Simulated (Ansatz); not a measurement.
# SiH₄ (singlet): from Hartree-Fock to the top rungs at distance H1–H2 along a hydrogen transfer = 0.745 Å, cc-pVTZ

Aim: climb from Hartree-Fock through coupled cluster and multireference methods for SiH₄ (singlet) at one geometry and basis, and see what each rung misses.

Method: cc-pVTZ, core rule «outside noble gas», up to 5 orbitals frozen; program: Ansatz 0.2.0, Gaussian basis.

To be run: UHF; CCSD(T) on RHF; CCSD(T) on UHF; BCCD(T) on RHF; CCSDT(Q) on RHF; CASSCF and NEVPT2, 8 electrons in 8 orbitals.

2 further runs of the same task are left out: 2 that didn't finish.

## (1) What is computed

The geometry derives from fragments relaxed apart (PBE0/def2-TZVP) and kept rigid, so it is no stationary point. A hydrogen atom is moved between rigid fragments.

5 atoms, charge 0, spin multiplicity 1.

Atoms are counted from 1 here; the program's logs count them from 0.

Bond lengths: H1–H2 0.745 Å, Si3–H4 1.526 Å, Si3–H5 1.526 Å. Angles: H4–Si3–H5 91.2°.

In the tables R marks a restricted determinant and U an unrestricted one; 'valence' is the active space of 8 electrons in 8 orbitals; energies count from the table's Hartree-Fock row.

## (2) UHF

Contents of in.yaml:

```yaml
crystal:
  periodic: [false, false, false]
  atoms:
    - {symbol: H, position_ang: [-2.709490, 0.054876, 0.000000]}
    - {symbol: H, position_ang: [-1.964490, 0.054876, 0.000000]}
    - {symbol: Si, position_ang: [0.115510, 0.054876, 0.000000]}
    - {symbol: H, position_ang: [0.727690, -0.819409, 1.090012]}
    - {symbol: H, position_ang: [0.727690, -0.819409, -1.090012]}
basis:
  gaussian: {orbitals: cc-pVTZ}
magnetization: {spin_polarized: true, initial_magnetization: 0}
hamiltonian: {xc: hf}
output: {orbitals: {seedname: orbitals}}
```

Run with:

```
> ansatz run in.yaml --threads 1 --pin off --events-out ev --progress --plain --max-ram 2393MiB
```

Log:

```text
Functional definition: HF
  name "HF"
  cite "Fock, Z. Phys. 61, 126 (1930) doi:10.1007/BF01340294"
  parent pbe
  exchange = exact_x
  correlation = 0
595 factors; their error is unknown
mean field evaluation 1: about -7921.7111 eV, gradient 6.6e0 eV
mean field evaluation 2: about -7922.2097 eV, gradient 1.8e0 eV
mean field evaluation 4: about -7922.2605 eV, gradient 1.2e-1 eV
mean field evaluation 8: about -7922.4583 eV, gradient 4.5e-4 eV
mean field evaluation 16: about -7922.5114 eV, gradient 4.8e-1 eV
mean field evaluation 32: about -7917.1098 eV, gradient 1.2e1 eV
mean field evaluation 64: about -7922.5404 eV, gradient 6.7e-5 eV
mean field -7922.54037011 eV, -291.1479885109 hartree, gradient 6.7e-5 eV, S^2 0.372950; 2 other end points of the search recorded, 0 dependent functions left out
reference -7922.54037011 eV, -291.1479885109 hartree; 9, 9 occupied and 81, 81 virtual orbitals, 595 factors
Total energy: -7922.54037011 eV, -291.1479885109 hartree
```

It took 2 s on 1 thread of Intel Xeon Platinum 8259CL at 2.50GHz, shared host.

From the report: ⟨S²⟩ of the determinant 0.373 (pure singlet: 0.00).

The unrestricted solution breaks the spin symmetry, so the restricted determinant is unstable here.

## (3) CCSD(T) on RHF

Changes to in.yaml since step 2:

```diff
@@ -10,4 +10,4 @@
   gaussian: {orbitals: cc-pVTZ}
-magnetization: {spin_polarized: true, initial_magnetization: 0}
-hamiltonian: {xc: hf}
-output: {orbitals: {seedname: orbitals}}
+magnetization: {spin_polarized: false}
+correlation: {method: ccsd_t, electrons: outside_noble_gas}
+output: {forces: true}
```

Launched as before.

Log (excerpt; [...] marks lines left out):

```text
Functional definition: HF
  name "HF"
  cite "Fock, Z. Phys. 61, 126 (1930) doi:10.1007/BF01340294"
  parent pbe
[...]
498 factors; integrals over basis functions are off by at most 1.2e-3 eV
[...]
mean field -7922.45856483 eV, -291.1449822222 hartree, gradient 4.2e-6 eV, S^2 0.000000; 0 other end points of the search recorded, 0 dependent functions left out; unrestricted orbitals would lower it
5 core orbitals not correlated: weight in the atoms' cores, before any rotation towards them, 1.000 or more for the frozen orbitals, at most 0.000 for the correlated occupied ones
reference -7922.45856483 eV, -291.1449822222 hartree; 4, 4 occupied and 81, 81 virtual orbitals, 498 factors
second order -4.00521188 eV of doubles, -0.00000000 eV of singles
cycle   1  -4.64399344 eV  change   -6.4e-1 eV  update   6.7e-2
[...]
cycle  13  -4.93258102 eV  change    3.9e-6 eV  update   1.6e-6
perturbative correction -0.12584708 eV, -0.0046247949 hartree
[...]
Total energy: -7927.51699293 eV, -291.3308760262 hartree
Atom 0 at    -2.709490     0.054876     0.000000 Å, force    -0.569419    -0.251251    -0.000000 eV/Å
Atom 1 at    -1.964490     0.054876     0.000000 Å, force    -0.261931     0.101709    -0.000000 eV/Å
Atom 2 at     0.115510     0.054876     0.000000 Å, force     1.277598     0.326093     0.000000 eV/Å
Atom 3 at     0.727690    -0.819409     1.090012 Å, force    -0.223124    -0.088276     0.040568 eV/Å
Atom 4 at     0.727690    -0.819409    -1.090012 Å, force    -0.223124    -0.088276    -0.040568 eV/Å
Dipole moment:    -0.083590    -0.015803    -0.000000 e Å
```

Wall time 7.5 s (1 thread of Intel Xeon Platinum 8259CL at 2.50GHz, shared host); peak memory 0.33 GiB.

From the report: correlation -5.0584 eV; T1 0.013; largest double amplitude 0.09.

## (4) CCSD(T) on UHF

Changes to in.yaml since step 3:

```diff
@@ -10,3 +10,3 @@
   gaussian: {orbitals: cc-pVTZ}
-magnetization: {spin_polarized: false}
+magnetization: {spin_polarized: true, initial_magnetization: 0}
 correlation: {method: ccsd_t, electrons: outside_noble_gas}
```

Same command.

Log (excerpt; [...] marks lines left out):

```text
Functional definition: HF
  name "HF"
  cite "Fock, Z. Phys. 61, 126 (1930) doi:10.1007/BF01340294"
  parent pbe
[...]
498 factors; integrals over basis functions are off by at most 1.2e-3 eV
[...]
mean field -7922.54064272 eV, -291.1479985291 hartree, gradient 7.6e-6 eV, S^2 0.372947; 5 other end points of the search recorded, 0 dependent functions left out
determinant -7922.54064272 eV, -291.1479985291 hartree, with singles and doubles -7927.50266128 eV, -291.3303493476 hartree
determinant -7920.99433574 eV, -291.0911727957 hartree, with singles and doubles -7925.75883715 eV, -291.2662649928 hartree
determinant -7922.45856483 eV, -291.1449822222 hartree, with singles and doubles -7927.54783152 eV, -291.3320093234 hartree
5 core orbitals not correlated: weight in the atoms' cores, before any rotation towards them, 1.000 or more for the frozen orbitals, at most 0.000 for the correlated occupied ones
reference -7922.54064272 eV, -291.1479985291 hartree; 4, 4 occupied and 81, 81 virtual orbitals, 498 factors
second order -3.74606910 eV of doubles, -0.00000000 eV of singles
cycle   1  -4.81249154 eV  change   -3.5e-1 eV  update   2.5e-2
[...]
cycle  16  -4.83465223 eV  change    2.2e-7 eV  update   4.2e-7
perturbative correction -0.13233665 eV, -0.0048632821 hartree
[...]
Total energy: -7927.50763160 eV, -291.3305320036 hartree
Atom 0 at    -2.709490     0.054876     0.000000 Å, force    -0.548187    -0.257173    -0.000000 eV/Å
Atom 1 at    -1.964490     0.054876     0.000000 Å, force    -0.286626     0.103439     0.000000 eV/Å
Atom 2 at     0.115510     0.054876     0.000000 Å, force     1.270621     0.366651    -0.000000 eV/Å
Atom 3 at     0.727690    -0.819409     1.090012 Å, force    -0.217904    -0.106458     0.037411 eV/Å
Atom 4 at     0.727690    -0.819409    -1.090012 Å, force    -0.217904    -0.106458    -0.037411 eV/Å
Dipole moment:    -0.083749    -0.019058     0.000000 e Å
```

It took 31 s on 1 thread of Intel Xeon Platinum 8259CL at 2.50GHz, shared host; peak memory 0.64 GiB.

From the report: ⟨S²⟩ of the determinant 0.373 (pure singlet: 0.00); correlation -4.9670 eV; T1 0.089; largest double amplitude 0.10.

## (5) BCCD(T) on RHF

Changes to in.yaml since step 4:

```diff
@@ -10,4 +10,3 @@
   gaussian: {orbitals: cc-pVTZ}
-magnetization: {spin_polarized: true, initial_magnetization: 0}
-correlation: {method: ccsd_t, electrons: outside_noble_gas}
-output: {forces: true}
+magnetization: {spin_polarized: false}
+correlation: {method: bccd_t, electrons: outside_noble_gas}
```

Launched as before.

Log (excerpt; [...] marks lines left out):

```text
Functional definition: HF
  name "HF"
  cite "Fock, Z. Phys. 61, 126 (1930) doi:10.1007/BF01340294"
  parent pbe
[...]
498 factors; integrals over basis functions are off by at most 1.2e-3 eV
[...]
mean field -7922.45856483 eV, -291.1449822222 hartree, gradient 4.2e-6 eV, S^2 0.000000; 0 other end points of the search recorded, 0 dependent functions left out; unrestricted orbitals would lower it
5 core orbitals not correlated: weight in the atoms' cores, before any rotation towards them, 1.000 or more for the frozen orbitals, at most 0.000 for the correlated occupied ones
reference -7922.45856483 eV, -291.1449822222 hartree; 4, 4 occupied and 81, 81 virtual orbitals, 498 factors
second order -4.00521188 eV of doubles, -0.00000000 eV of singles
cycle   1  -4.65064440 eV  change   -6.5e-1 eV  update   6.7e-2
[...]
cycle  12  -4.92829045 eV  change    3.4e-6 eV  update   3.8e-6
perturbative correction -0.13038195 eV, -0.0047914481 hartree
Total energy: -7927.51723722 eV, -291.3308850037 hartree
```

Wall time 2.7 s (1 thread of Intel Xeon Platinum 8259CL at 2.50GHz, shared host); peak memory 0.25 GiB.

From the report: correlation -5.0587 eV; largest double amplitude 0.09.

## (6) CCSDT(Q) on RHF

Changes to in.yaml since step 5:

```diff
@@ -11,2 +11,2 @@
 magnetization: {spin_polarized: false}
-correlation: {method: bccd_t, electrons: outside_noble_gas}
+correlation: {method: ccsdt_q, electrons: outside_noble_gas}
```

Launched as before.

Log (excerpt; [...] marks lines left out):

```text
Functional definition: HF
  name "HF"
  cite "Fock, Z. Phys. 61, 126 (1930) doi:10.1007/BF01340294"
  parent pbe
[...]
1073 factors; integrals over basis functions are off by at most 2.3e-7 eV
[...]
mean field -7922.45857160 eV, -291.1449824711 hartree, gradient 2.9e-6 eV, S^2 0.000000; 0 other end points of the search recorded, 0 dependent functions left out; unrestricted orbitals would lower it
5 core orbitals not correlated: weight in the atoms' cores, before any rotation towards them, 1.000 or more for the frozen orbitals, at most 0.000 for the correlated occupied ones
reference -7922.45857160 eV, -291.1449824711 hartree; 4, 4 occupied and 81, 81 virtual orbitals, 1073 factors
second order -4.00523947 eV of doubles, -0.00000000 eV of singles
cycle   1  -4.64395748 eV  change   -6.4e-1 eV  update   7.3e-2
[...]
cycle  17  -5.08350713 eV  change    4.5e-8 eV  update   3.9e-7
perturbative correction -0.00517759 eV, -0.0001902729 hartree
Total energy: -7927.54725632 eV, -291.3319881853 hartree
```

It took 77 s on 1 thread of Intel Xeon Platinum 8259CL at 2.50GHz, shared host; peak memory 0.72 GiB.

From the report: correlation -5.0887 eV; T1 0.013; largest double amplitude 0.11.

## (7) CASSCF and NEVPT2, 8 electrons in 8 orbitals

Changes to in.yaml since step 6:

```diff
@@ -10,3 +10,2 @@
   gaussian: {orbitals: cc-pVTZ}
-magnetization: {spin_polarized: false}
-correlation: {method: ccsdt_q, electrons: outside_noble_gas}
+correlation: {method: sc_nevpt2, electrons: outside_noble_gas, active_space: {window: {electrons: 8, orbitals: 8}, shells: [{species: H, l: s, shell: 1}, {species: Si, l: s, shell: 3}, {species: Si, l: p, shell: 3}]}}
```

The command is unchanged.

Log:

```text
Functional definition: HF
  name "HF"
  cite "Fock, Z. Phys. 61, 126 (1930) doi:10.1007/BF01340294"
  parent pbe
  exchange = exact_x
  correlation = 0
1073 factors; integrals over basis functions are off by at most 2.3e-7 eV
mean field evaluation 1: about -7921.9071 eV, gradient 9.4e0 eV
mean field evaluation 2: about -7921.9073 eV, gradient 9.4e0 eV
mean field evaluation 4: about -7922.4558 eV, gradient 5.7e-1 eV
mean field evaluation 8: about -7922.4586 eV, gradient 1.3e-3 eV
mean field -7922.45857160 eV, -291.1449824711 hartree, gradient 2.9e-6 eV, S^2 0.000000; 0 other end points of the search recorded, 0 dependent functions left out; unrestricted orbitals would lower it
reference -7922.45857160 eV, -291.1449824711 hartree; 9, 9 occupied and 81, 81 virtual orbitals, 1073 factors
state -7924.34063727 eV, -291.2141471088 hartree
state -7924.34063727 eV, -291.2141471088 hartree; corrected -7926.56056574 eV, -291.2957279754 hartree
Total energy: -7926.56056574 eV, -291.2957279754 hartree
Checks for a lower state left out: starts, orbital_swaps
```

Run time: 8 s. Hardware: 1 thread of Intel Xeon Platinum 8259CL at 2.50GHz, shared host.

From the report: 2,500 determinants; active occupations 1.98, 1.98, 1.97, 1.91, 0.09, 0.03, 0.02, 0.02.

## (8) How many determinants matter

Natural occupations of the CASSCF valence state about the gap (report; correlated orbitals 1 to 8): 1.983, 1.976, 1.974, 1.910, 0.087, 0.025, 0.023, 0.020. The count of effectively unpaired electrons, Σ n²(2 − n)², is 0.07; a single determinant of this spin has 0.

## (9) All levels against the top one

No level here is safe as a reference; RCCSDT(Q) serves as a yardstick only. Rows without a time come out of other runs: HF, MP2 and CCSD of CCSD(T), CCSDT of CCSDT(Q), CASSCF and MRCISD of the multireference runs. The times of RCCSD(T), UCCSD(T) include forces.

Differences are taken before rounding.

```
        method  energy from the lowest RHF (kJ/mol)  from RCCSDT(Q) (kJ/mol)   time
           RHF                                  0.0                   +491.0       
           UHF                                 -7.9                   +483.1       
          RMP2                               -386.4                   +104.5       
          UMP2                               -369.4                   +121.6       
         RCCSD                               -475.9                    +15.1       
         UCCSD                               -474.4                    +16.6       
      RCCSD(T)                               -488.1                     +2.9  7.5 s
      UCCSD(T)                               -487.2                     +3.8   31 s
       BCCD(T)                               -488.1                     +2.9  2.7 s
        RCCSDT                               -490.5                     +0.5       
     RCCSDT(Q)                               -491.0                        0   77 s
CASSCF valence                               -181.6                   +309.4       
NEVPT2 valence                               -395.8                    +95.2    8 s
```

Among the levels timed on like hardware and quicker than the yardstick, those that no quicker one beats, quickest first: BCCD(T) (2.7 s, +2.9 kJ/mol).

## (10) Outcome

| quantity | value |
| --- | --- |
| RCCSDT(Q) below the RHF energy | -5.0887 eV |
| RMP2 from RCCSDT(Q) | +104.5 kJ/mol |
| UMP2 from RCCSDT(Q) | +121.6 kJ/mol |
| RCCSD from RCCSDT(Q) | +15.1 kJ/mol |
| RCCSD(T) from RCCSDT(Q) | +2.9 kJ/mol |
| UCCSD(T) from RCCSDT(Q) | +3.8 kJ/mol |
| NEVPT2 valence from RCCSDT(Q) | +95.2 kJ/mol |
| T1 diagnostic | 0.013 |
| effectively unpaired electrons | 0.07 |

What this shows: RCCSD(T) misses by +2.9 kJ/mol, 0.6 % of the correlation energy. One determinant dominates. Warnings: restricted reference is unstable; spin contamination.
